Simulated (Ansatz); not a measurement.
# P₂F+ (triplet): the correlation ladder, cc-pVDZ

One table from this session's results is given with a row withheld; the runs are named, their logs left out.

The runs use Ansatz 0.2.0, Gaussian basis; cc-pVDZ, core rule «outside noble gas», up to 11 orbitals frozen.

To be run: UHF; CCSD(T) on ROHF; CCSD(T) on UHF; BCCD(T) on ROHF; CISD; CCSDT(Q) on ROHF; CCSDT(Q) on UHF.

33 further runs of the same task are left out: 11 for a known fault of the program, 10 that didn't finish, 12 set aside as unsound or not needed.

## What is computed

The geometry is a PBE0/def2-TZVP stationary point (not a proven minimum) of the parent state, kept for this charge and spin.

3 atoms, charge 1, spin multiplicity 3.

Atoms are counted from 1 here; the program's logs count them from 0.

Bond lengths: F1–P2 1.607 Å, P2–P3 2.278 Å. Angles: F1–P2–P3 98.1°.

As a file:

```xyz
3
charge 1, multiplicity 3
F     0.0000   -0.7712    1.4069
P     0.0000    0.6376    0.6343
P     0.0000   -0.1646   -1.4973
```

The first run:

Input file in.yaml:

```yaml
crystal:
  periodic: [false, false, false]
  atoms:
    - {symbol: F, position_ang: [0.000000, -0.771205, 1.406859]}
    - {symbol: P, position_ang: [0.000000, 0.637627, 0.634340]}
    - {symbol: P, position_ang: [0.000000, -0.164593, -1.497266]}
basis:
  gaussian: {orbitals: cc-pVDZ}
total_charge: 1
magnetization: {spin_polarized: true, initial_magnetization: 2}
hamiltonian: {xc: hf}
output: {orbitals: {seedname: orbitals}}
```

The run is started by

```console
$ ansatz run in.yaml --threads 1 --pin off --events-out ev --progress --plain --max-ram 2393MiB
```

Steps of the session up to this table: UHF; CCSD(T) on ROHF; CCSD(T) on UHF; BCCD(T) on ROHF; CISD; CCSDT(Q) on ROHF; CCSDT(Q) on UHF.

One table of the session follows, with a row left open; its other results are not shown here.

It belongs to the step «Misses and costs». 

```
   method  from UCCSDT(Q) (meV)
     ROHF              +11290.3
      UHF              +11097.6
     RMP2               +1341.1
     UMP2                     ?
     CISD               +1663.0
    RCCSD                +454.8
    UCCSD                +464.6
 RCCSD(T)                 +89.9
 UCCSD(T)                 +96.2
  BCCD(T)                 +81.0
   RCCSDT                 +40.8
   UCCSDT                 +41.9
RCCSDT(Q)                 +10.6
UCCSDT(Q)                     0
```

Estimate the missing values for UMP2.

**Answer.** from UCCSDT(Q) (meV): +1596.5. In the column «from UCCSDT(Q) (meV)» it lies between RMP2 (+1341.1) and CISD (+1663.0).

To keep in mind: Restricted and unrestricted rows rest on different reference determinants; where their highest levels disagree by more than a few hundredths of an eV, they describe different states and don't form one ladder.
